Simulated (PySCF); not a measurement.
## Quadrupole coupling of fluorocyanoacetylene: levels of theory against gas-phase measurements

Values to reproduce (atoms as numbered below): 14N at N1: χzz = -4.2391 MHz [1].
[1] measured, gas; W. C. Bailey, Calculation of NQCC in Gaseous State Molecules (compilation of microwave values)

Fluorocyanoacetylene, C3FN.
Geometry (PBE0-D3(BJ)/def2-SVP, Å), atoms numbered from 1 in this order:
```
atom  x, y, z in Å
N1    -2.4363    0.2066   -0.3561
C2    -1.2921    0.1015   -0.1827
C3     0.0613   -0.0255    0.0221
C4     1.2510   -0.1365    0.1995
F5     2.4911   -0.2566    0.3840
```

Problem. How do the computed couplings compare?

Solution. PySCF, non-relativistic, all at one geometry, with Q(14N) = 0.02044 b:

```tsv
level	functions	14N N1 (MHz)	computed/reference − 1 (%)
B3LYP/pcJ-0	65	-4.640	+9.5
B3LYP/6-31G*	70	-3.589	-15.3
B3LYP/pcJ-1	135	-4.545	+7.2
B3LYP/cc-pVTZ	150	-4.677	+10.3
B3LYP/def2-TZVP	155	-4.692	+10.7
B3LYP/aug-cc-pVTZ-J	230	-4.665	+10.0
B3LYP/pcJ-2	255	-4.708	+11.1
B97-2/pcJ-1	135	-4.288	+1.1
BHandHLYP/pcJ-1	135	-4.772	+12.6
CAM-B3LYP/pcJ-1	135	-4.647	+9.6
KT2/pcJ-1	135	-4.266	+0.6
LDA/pcJ-1	135	-4.348	+2.6
PBE/pcJ-1	135	-4.181	-1.4
PBE0/pcSseg-1	85	-4.518	+6.6
PBE0/pcJ-1	135	-4.395	+3.7
```

Closest here is KT2/pcJ-1 (0.6 % unsigned error), furthest B3LYP/6-31G* (15.3 %); one molecule doesn't rank methods. Computed values are for fixed nuclei, while measured ones can include vibrational averaging.
